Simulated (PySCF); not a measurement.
Converging PN in the basis (PBE0)

PySCF, UKS reference; singlet, unpaired electrons none; De to P + N without counterpoise correction.

| basis | relativity | functions | Re (Å) | ωe (cm⁻¹) | De (eV) | μ (D) |
| --- | --- | --- | --- | --- | --- | --- |
| pcseg-1 | no relativity | 32 | 1.489 | 1418 | 5.70 | -2.68 |
| 6-311G(d,p) | no relativity | 44 | 1.485 | 1428 | 5.72 | -2.69 |
| aug-pcseg-1 | no relativity | 50 | 1.489 | 1417 | 5.81 | -2.79 |
| def2-TZVPP | no relativity | 73 | 1.479 | 1428 | 5.98 | -2.84 |
| def2-TZVPPD | no relativity | 85 | 1.479 | 1429 | 6.00 | -2.87 |

(1) How does each smaller set differ from the one with most functions, def2-TZVPPD?

A positive dipole means P(−)N(+). Measured (Huber and Herzberg, Constants of Diatomic Molecules (1979)): Re = 1.490866 Å, ωe = 1337.24 cm⁻¹. 

Results:

(1) pcseg-1: +1.0 pm, -0.8 % in ωe, -0.30 eV in De; 6-311G(d,p): +0.6 pm, -0.1 % in ωe, -0.28 eV in De; aug-pcseg-1: +1.0 pm, -0.8 % in ωe, -0.19 eV in De; def2-TZVPP: +0.0 pm, -0.1 % in ωe, -0.02 eV in De. All at PBE0; the set with most functions is neither the basis-set limit nor always the best.
